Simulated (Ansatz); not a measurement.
The input, for Ansatz 0.2.0:

```yaml
crystal:
  periodic: [false, false, false]
  atoms:
    - {symbol: Al, position_ang: [-0.057283, 0.000183, -0.132669]}
    - {symbol: H, position_ang: [0.451306, 0.001838, 1.985871]}
    - {symbol: H, position_ang: [-0.393989, -0.009982, 1.953437]}
    - {symbol: H, position_ang: [0.735885, 1.383346, -0.188698]}
    - {symbol: H, position_ang: [0.740196, -1.380093, -0.199191]}
basis:
  gaussian: {orbitals: 6-31G}
magnetization: {spin_polarized: false, initial_magnetization: 1}
correlation: {active_space: {window: {electrons: 13, orbitals: 8}}}
scf: {lower_state_search: light}
```

```sh
$ ansatz run in.yaml --threads 1 --pin off --events-out ev --progress --plain --max-ram 2393MiB
```

The program prints:

```
266 factors; integrals over basis functions are off by at most 9.8e-4 eV
mean field evaluation 1: about -6641.6801 eV, gradient 8.3e0 eV
mean field evaluation 2: about -6641.6823 eV, gradient 8.3e0 eV
mean field evaluation 4: about -6642.3172 eV, gradient 2.7e-1 eV
mean field evaluation 8: about -6642.3184 eV, gradient 1.2e-3 eV
mean field -6642.31839380 eV, -244.1006986471 hartree, gradient 7.7e-6 eV, S^2 0.750000; 0 other end points of the search recorded, 0 dependent functions left out
reference -6642.31839380 eV, -244.1006986471 hartree; 9, 8 occupied and 12, 13 virtual orbitals, 266 factors
state -6642.91658703 eV, -244.1226818429 hartree
Total energy: -6642.91658703 eV, -244.1226818429 hartree
```

Natural occupations: 2.0000 2.0000 2.0000 2.0000 1.9998 1.9689 1.0006 0.0308.

Ran on 1 thread of Arm Neoverse V1, shared host: 0.42 s wall, 0.07 GiB peak host memory.
